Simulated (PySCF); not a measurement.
Stepwise substitution at one centre (C Cl-H). All species are isolated molecules in the gas phase. Strings in code marks are SMILES.

Calculation: PBE0-D4/def2-TZVP (PySCF). Excitations are Tamm–Dancoff values on a coarser integration grid. The basis has no diffuse functions, so Rydberg states are missing or too high.

```csv
species,T1 excitation (TDA) (eV),HOMO (eV),LUMO (eV)
0 of 4 Cl replaced by H,5.46,-9.06,-1.45
1 of 4 Cl replaced by H (`ClC(Cl)Cl`),5.83,-8.85,-0.76
2 of 4 Cl replaced by H (`ClCCl`),6.31,-8.68,0.02
3 of 4 Cl replaced by H (`CCl`),6.67,___,0.85
4 of 4 Cl replaced by H,–,___,___
```

**Question.** Fill in the missing entries.

**Answer.** 
- 3 of 4 Cl replaced by H (`CCl`), HOMO (eV): -8.42
- 4 of 4 Cl replaced by H, HOMO (eV): -10.98
- 4 of 4 Cl replaced by H, LUMO (eV): 1.69
